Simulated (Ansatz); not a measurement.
Frontier orbitals of ethylene carbonate (`O=C1OCCO1`).

```xyz
10

O    -0.982   -2.482   -0.242
C    -0.548   -1.385   -0.135
O    -0.135   -0.829    1.023
C     0.155    0.547    0.813
C     0.311    0.632   -0.698
O    -0.396   -0.513   -1.154
H    -0.681    1.146    1.183
H     1.060    0.806    1.361
H    -0.138    1.523   -1.134
H     1.354    0.555   -1.018
```

The species carries charge 0 and has multiplicity 1. All single points use the PBE0-D4/def2-TZVP geometry. Basis def2-TZVPP, Ansatz 0.2.0.

| functional | HOMO (eV) | LUMO (eV) | gap (eV) |
| --- | --- | --- | --- |
| PBE | -6.93 | -0.17 | 6.76 |
| PBE0 | -8.65 | 0.80 | 9.45 |
| B3LYP | -8.36 | 0.43 | 8.79 |
| r2SCAN0 | -8.91 | 1.21 | 10.12 |
| HSE06 (plane-wave form) | -8.24 | 0.42 | 8.66 |
| ωB97M-V | -11.09 | 2.28 | 13.37 |

Against PBE, PBE0 changes HOMO and LUMO by −1.72 and +0.96 eV, ωB97M-V by −4.16 and +2.45 eV. A gap of 6.76 eV thus becomes 13.37 eV for the same molecule, so an orbital gap means little without its functional. A positive LUMO is unbound and depends on the basis.

B3LYP here is the variant with VWN-RPA as its local correlation; programs differ in this.
